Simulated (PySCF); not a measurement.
# Boron: a sound run and one with changed settings

Sound run: B [He] 2s2 2p1, B⁺ [He] 2s2. All numbers are calculated (PySCF 2.14, the non-relativistic Hamiltonian (point nucleus), in 6-31G* (3s2p1d, 14 functions)). The sound run starts from symmetry-adapted Hartree-Fock orbitals and uses a fine grid where one is needed.

A second run was set up differently.

```csv
species,method,sound run (hartree),changed run (hartree),converged
B,UHF,-24.52197,-24.52197,yes
B,r2SCAN,-24.62688,-24.62596,yes
B,PBE0,-24.60919,-24.60907,yes
B⁺,UHF,-24.23404,-24.23404,yes
B⁺,r2SCAN,-24.31148,-24.31183,yes
B⁺,PBE0,-24.29798,-24.29762,yes
```

Ionisation energy of B:

```
method  sound run (eV)  changed run (eV)
   UHF           7.835             7.835
r2SCAN           8.583             8.548
  PBE0           8.468             8.475
```

**Question.** What was changed?
A. too few SCF iterations
B. all electrons correlated in a valence basis
C. radial grid too coarse
D. a valence shell is frozen

**Answer.** C. It used radial step 0.3 in ln r (0.13 in the sound run). A coarse radial grid mis-integrates the density and the exchange-correlation energy, with errors of either sign; Hartree-Fock needs no grid.
